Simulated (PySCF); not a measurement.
C3H6, SMILES C=CC.

Coordinates come from a ωB97X-D3(BJ)/def2-TZVP optimisation.

Two levels are set side by side: TDA-PBE/def2-SVPD (PySCF) and TDA-ωB97X/def2-SVPD (PySCF). Vertical, same geometry. The lowest singlet is HOMO→LUMO+1 100 % with PBE and HOMO→LUMO+1 84 % with the other functional; states are paired by order. Differences are taken from unrounded values.

```json
[
 {"quantity": "lowest singlet excitation (eV)", "TDA-ωB97X": "7.73", "TDA-PBE": "6.68", "TDA-PBE minus TDA-ωB97X": "-1.06"},
 {"quantity": "lowest triplet excitation (TDA) (eV)", "TDA-ωB97X": "4.55", "TDA-PBE": "4.56", "TDA-PBE minus TDA-ωB97X": "0.01"},
 {"quantity": "first bright state (f over 0.05) (eV)", "TDA-ωB97X": "8.08", "TDA-PBE": "7.90", "TDA-PBE minus TDA-ωB97X": "-0.18"},
 {"quantity": "its oscillator strength", "TDA-ωB97X": "0.58", "TDA-PBE": "0.50", "TDA-PBE minus TDA-ωB97X": "-0.08"}
]
```

A lower first singlet is the usual sign of a functional without exact exchange. Differences between two approximate levels are no errors against the true value.

Rough cost on one machine, each run with all the roots and properties that it gave: TDA-ωB97X against TDA-PBE about 3 times.
